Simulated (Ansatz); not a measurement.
```yaml
crystal:
  periodic: [false, false, false]
  atoms:
    - {symbol: P, position_ang: [-1.664819, -0.399467, -0.003795]}
    - {symbol: P, position_ang: [-0.001751, 0.791573, 0.006614]}
    - {symbol: P, position_ang: [1.666570, -0.392105, -0.002820]}
basis:
  gaussian: {orbitals: def2-TZVP}
magnetization: {spin_polarized: true, initial_magnetization: 3}
hamiltonian: {xc: pbe0}
relax: {f_tol: 0.004, max_steps: 80}
```

```sh
$ ansatz run in.yaml --threads 1 --pin off --events-out ev --progress --plain --max-ram 2176MiB
```

Steps of the relaxation (energy above the last step; positions in Å, forces in eV/Å):

```
3
step 1, 2.6 meV
P    -1.665   -0.399   -0.004   -0.116   -0.129   -0.001
P    -0.002    0.792    0.007   -0.001    0.257    0.002
P     1.667   -0.392   -0.003    0.116   -0.128   -0.001
```

```
3
step 2, 0.0 meV
P    -1.658   -0.408   -0.004   -0.011   -0.004    0.000
P    -0.002    0.809    0.007    0.000    0.008    0.000
P     1.659   -0.401   -0.003    0.011   -0.004    0.000
```

```
3
step 3, 0.0 meV
P    -1.659   -0.408   -0.004    0.004    0.001    0.000
P    -0.002    0.808    0.007    0.000   -0.002    0.000
P     1.661   -0.400   -0.003   -0.004    0.001    0.000
```

```
3
step 4, 0.0 meV
P    -1.659   -0.408   -0.004    0.000    0.000    0.000
P    -0.002    0.809    0.007    0.000    0.000    0.000
P     1.661   -0.401   -0.003    0.000    0.000    0.000
```

Close pairs at the end: P2–P3 2.056 Å, P1–P2 2.056 Å.

A stationary point of unrestricted PBE0 after 4 steps, with ⟨S²⟩ = 3.851 against 3.75 for a pure state; no frequencies were run, so it isn't proven a minimum. 23 s on 1 thread of Arm Neoverse V1, shared host.
